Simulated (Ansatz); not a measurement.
# CH3B (triplet): the correlation ladder at distance B1–C2 = 2.404 Å, cc-pVDZ

How much of the correlation energy of CH3B (triplet) does each wave-function method recover here?

The runs use Ansatz 0.2.0, Gaussian basis; cc-pVDZ, correlated electrons: outside noble gas.

Plan: UHF; CCSD(T) on ROHF; CCSD(T) on UHF; BCCD(T) on ROHF; CISD; CCSDT(Q) on ROHF; CCSDT(Q) on UHF; CASSCF and MRCISD+Q, 4 electrons in 4 orbitals; CASSCF and NEVPT2, 4 electrons in 4 orbitals.

## (1) What is computed

The geometry derives from a PBE0/def2-TZVP stationary point (not a proven minimum). One bond is set to the value named and the two fragments are kept rigid.

5 atoms, charge 0, spin multiplicity 3.

Atoms are counted from 1 here; the program's logs count them from 0.

Bond lengths: B1–H3 1.194 Å, C2–H4 1.092 Å, C2–H5 1.087 Å. Angles: H4–C2–H5 113.6°.

As a file:

```xyz
5

B     0.0000   -0.2423    1.3005
C     0.0000    0.1327   -1.0740
H     0.0000    0.5682    2.1768
H     0.0000    1.1260   -1.5267
H     0.0000   -0.6763   -1.8008
```

In the tables R marks a restricted open-shell determinant and U an unrestricted one; 'pair' is the active space of 4 electrons in 4 orbitals; correlation energies count from the lowest restricted Hartree-Fock solution.

## (2) UHF

in.yaml reads:

```yaml
crystal:
  periodic: [false, false, false]
  atoms:
    - {symbol: B, position_ang: [0.000000, -0.242331, 1.300518]}
    - {symbol: C, position_ang: [0.000000, 0.132707, -1.074048]}
    - {symbol: H, position_ang: [0.000000, 0.568177, 2.176788]}
    - {symbol: H, position_ang: [0.000000, 1.126006, -1.526734]}
    - {symbol: H, position_ang: [0.000000, -0.676321, -1.800758]}
basis:
  gaussian: {orbitals: cc-pVDZ}
magnetization: {spin_polarized: true, initial_magnetization: 2}
hamiltonian: {xc: hf}
output: {orbitals: {seedname: orbitals}}
```

Command:

```
$ ansatz run in.yaml --threads 1 --pin off --events-out ev --progress --plain --max-ram 2393MiB
```

The runs that follow: CCSD(T) on ROHF; CCSD(T) on UHF; BCCD(T) on ROHF; CISD; CCSDT(Q) on ROHF; CCSDT(Q) on UHF; CASSCF and MRCISD+Q, 4 electrons in 4 orbitals; CASSCF and NEVPT2, 4 electrons in 4 orbitals.

**Question.** What will the summary of the whole plan be? Wanted: correlation energy, RCCSDT(Q); RMP2 from RCCSDT(Q); UMP2 from RCCSDT(Q); RCCSD from RCCSDT(Q); RCCSD(T) from RCCSDT(Q); UCCSD(T) from RCCSDT(Q); UCCSDT(Q) from RCCSDT(Q); NEVPT2 pair from RCCSDT(Q); MRCISD+Q pair from RCCSDT(Q).

As calculated:

```
                                      quantity                      value
                 correlation energy, RCCSDT(Q)                 -6.4667 eV
                           RMP2 from RCCSDT(Q)                +1375.0 meV
                           UMP2 from RCCSDT(Q)                +1563.5 meV
                          RCCSD from RCCSDT(Q)                 +278.7 meV
                       RCCSD(T) from RCCSDT(Q)                  +68.0 meV
                       UCCSD(T) from RCCSDT(Q)                  +75.5 meV
                      UCCSDT(Q) from RCCSDT(Q)                   -2.7 meV
                    NEVPT2 pair from RCCSDT(Q)                +1192.8 meV
                  MRCISD+Q pair from RCCSDT(Q)                  +75.2 meV
levels of the table within 1 kcal/mol (43 meV)  RCCSDT, UCCSDT, UCCSDT(Q)
                                 T1 diagnostic                      0.038
```

What this shows: RCCSD(T) misses by +68.0 meV, 1.1 % of the correlation energy. Of the multireference levels listed MRCISD+Q pair comes nearest in total energy (+75.2 meV), which doesn't show that its space is the better one. These misses are within one basis, not against nature; the frozen cores of restricted and unrestricted runs differ, which can shift their rows.
